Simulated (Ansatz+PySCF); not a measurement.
A calculation with PySCF 2.14.0.

```python
from pyscf import gto, scf, mp

mol = gto.M(atom="""
H -0.005560 -1.248590 -1.288120
C -0.001180 -0.174170 -1.225640
C 0.000790 0.464400 0.005340
C 0.000430 -0.155120 1.231160
H -0.002530 0.390200 2.145810
H -0.000840 0.392940 -2.164440
H 0.005090 1.564010 -0.008100
H 0.008790 -1.247380 1.300980
""", basis='cc-pvtz', charge=0, spin=1)
mf = scf.UHF(mol)
mf.kernel()
pt = mp.MP2(mf, frozen=3).run()
print(mf.e_tot, pt.e_corr, pt.e_tot)
```

The script is written out from the run's settings.

Output:

```yaml
Converged: yes
Reference_energy: -116.51055 hartree
Correlation_energy: -0.45687 hartree
Total_energy: -116.96742 hartree
Spin_squared_of_the_determinant: 0.951
```

Caution: the unrestricted determinant is spin contaminated.
